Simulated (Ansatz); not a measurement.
C8H8 can be A, `CC#CC#CC1CC1`, or B, `c1ccc2c(c1)CC2`.

Gas-phase electronic energies from Ansatz, PBE0-D4/def2-TZVP geometries. CCSD(T)/CBS adds triple-zeta CCSD(T) − MP2 to the extrapolated MP2 energy (def2 sets, frozen cores). DFT in def2-TZVPP. B3LYP here is the variant with VWN-RPA as its local correlation; programs differ in this.

A:

```xyz
16

C     4.123   -1.307   -1.050
C     2.789   -0.802   -0.811
C     1.675   -0.379   -0.612
C     0.419    0.098   -0.388
C    -0.697    0.522   -0.190
C    -2.012    1.016    0.050
C    -3.074    0.089    0.596
C    -2.513    1.157    1.469
H     4.793   -1.053   -0.225
H     4.541   -0.882   -1.966
H     4.117   -2.395   -1.157
H    -2.354    1.769   -0.652
H    -2.775   -0.933    0.786
H    -4.077    0.210    0.207
H    -3.125    2.023    1.688
H    -1.831    0.865    2.256
```

B:

```xyz
16

C     2.0241    0.5430    0.4546
C     1.4864   -0.1476    1.5387
C     0.1767   -0.6278    1.5276
C    -0.5471   -0.3753    0.3812
C    -0.0116    0.3125   -0.6984
C     1.2814    0.7920   -0.6996
C    -1.2823    0.2092   -1.5105
C    -1.8881   -0.5664   -0.2897
H     3.0482    0.8946    0.5150
H     2.1070   -0.3138    2.4123
H    -0.2271   -1.1637    2.3794
H     1.7145    1.3314   -1.5349
H    -1.2073   -0.3763   -2.4298
H    -1.7753    1.1569   -1.7390
H    -2.7316   -0.0676    0.1931
H    -2.1678   -1.6012   -0.5001
```

Q: Which isomer does CCSD(T)/CBS put lower? Give the gap. (Estimate.)

A: Computed: B, by 68.8 kcal/mol.

Q: Give E(B) − E(A) in kcal/mol with BLYP-D4, MP2/def2-TZVPP, B3LYP-D4, ωB97M-V, PBE0-D4, r2SCAN-D4, HF/def2-TZVPP. (Best estimate.)

A: The calculation gave: BLYP-D4 -64.3, MP2/def2-TZVPP -69.3, B3LYP-D4 -68.0, ωB97M-V -71.0, PBE0-D4 -74.3, r2SCAN-D4 -69.6, HF/def2-TZVPP -64.2. None reverses the order clearly.

Largest T1 diagnostic: 0.011.

The D4 term adds −4.7 kcal/mol with B3LYP and −2.5 kcal/mol with PBE0; it sums over pairs of atoms, weighted by their polarisabilities, and B3LYP, whose exchange is more repulsive, gets the larger term. From BLYP to BHLYP (50 % exact exchange), in def2-TZVPP and without D4, E(B) − E(A) moves by −10.3 kcal/mol.
